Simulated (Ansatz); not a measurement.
Relaxation of CH5Al (7 atoms, charge 0, multiplicity 1), to a largest force component of 0.03 eV/Å in at most 50 steps.

Computed with RKS PBE0-D4/def2-mTZVP (Ansatz 0.2.0).

```xyz
7
Properties=species:S:1:pos:R:3
Al -0.133 0.145 -1.094
C 1.491 -0.059 1.624
H 0.578 -0.636 1.770
H 2.200 -0.306 2.414
H 1.254 1.004 1.674
H 1.957 -0.297 0.656
H -1.327 0.148 0.071
```

Where does it end, and by what steps?

The forces met the threshold. The force dipped under the threshold on the way, but the program's further checks kept it going. After 10 steps the energy has fallen by 0.026 eV; Al1 moved furthest, 0.31 Å.

```json
{"step": "0", "energy less start (eV)": "0.0000", "largest force component (eV/Å)": "0.266", "accepted": "yes"}
{"step": "1", "energy less start (eV)": "-0.0177", "largest force component (eV/Å)": "0.088", "accepted": "yes"}
{"step": "2", "energy less start (eV)": "-0.0165", "largest force component (eV/Å)": "0.312", "accepted": "no"}
{"step": "3", "energy less start (eV)": "-0.0189", "largest force component (eV/Å)": "0.009", "accepted": "yes"}
{"step": "4", "energy less start (eV)": "-0.0203", "largest force component (eV/Å)": "0.048", "accepted": "yes"}
{"step": "5", "energy less start (eV)": "-0.0175", "largest force component (eV/Å)": "0.337", "accepted": "no"}
{"step": "6", "energy less start (eV)": "-0.0214", "largest force component (eV/Å)": "0.029", "accepted": "yes"}
{"step": "7", "energy less start (eV)": "-0.0231", "largest force component (eV/Å)": "0.055", "accepted": "yes"}
{"step": "8", "energy less start (eV)": "-0.0223", "largest force component (eV/Å)": "0.234", "accepted": "no"}
{"step": "9", "energy less start (eV)": "-0.0248", "largest force component (eV/Å)": "0.020", "accepted": "yes"}
{"step": "10", "energy less start (eV)": "-0.0262", "largest force component (eV/Å)": "0.022", "accepted": "yes"}
```

```xyz
7
Properties=species:S:1:pos:R:3
Al -0.365 0.344 -1.143
C 1.579 -0.055 1.648
H 0.588 -0.513 1.619
H 2.062 -0.324 2.588
H 1.485 1.031 1.593
H 2.191 -0.411 0.819
H -1.519 -0.072 -0.007
```

Run time: 15 s on 1 thread of Arm Neoverse V1, with other jobs on the host, peak memory 0.11 GiB.
